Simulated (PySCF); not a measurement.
One molecule, one basis, several functionals.

Compound: H₂O.
InChI=1S/H2O/h1H2

PySCF, def2-SVPD basis, density fitting, gas phase, PBE0-D3(BJ)/def2-SVP geometry; singlet excitations by full TDDFT with frozen cores, triplets by Tamm–Dancoff TDDFT and ionisation energies by ΔSCF, from the lowest of the holes tried. One functional is left out:

```tsv
functional	exact exchange (%)	HOMO energy (eV)	LUMO energy (eV)	lowest singlet excitation (eV)	lowest triplet excitation (eV)	dipole moment (D)	mean polarisability (au)	vertical ionisation energy (eV)
LDA	0	-7.43	-0.48	7.09	6.72	1.915	10.2	13.23
PBE	0	-7.29	-0.48	6.97	6.51	1.854	10.1	12.86
B3LYP	20	-8.87	-0.09	7.37	6.92	1.913	9.7	12.87
BHandHLYP	50	-10.97	0.79	8.03	7.50	1.982	9.0	12.49
```

Question: Predict the row of PBE0 (25 % exact exchange) by straight lines through the other rows, and check it.

Answer: 
```csv
property,line,computed,computed − line,"B3LYP (20 %), for comparison"
HOMO energy (eV),-9.18,-9.13,+0.05,-8.87
LUMO energy (eV),0.12,0.32,+0.20,-0.09
lowest singlet excitation (eV),7.51,7.64,+0.13,7.37
lowest triplet excitation (eV),7.04,7.13,+0.09,6.92
dipole moment (D),1.931,1.922,-0.009,1.913
mean polarisability (au),9.6,9.4,-0.2,9.7
vertical ionisation energy (eV),12.78,12.68,-0.10,12.87
```

Question: Which of these properties follows the share of exact exchange most closely, and which least?

Answer: Most closely the HOMO energy, least the vertical ionisation energy; the correlations over the tabulated rows are HOMO energy -0.999, mean polarisability -0.997, LUMO energy 0.995, lowest singlet excitation 0.993, lowest triplet excitation 0.978, dipole moment 0.874, vertical ionisation energy -0.863. The HOMO energy moves by -0.723 eV for every 10 %. Functionals with the same share still differ in their other parts: at 0 % LDA and PBE differ by 0.14 eV in it.
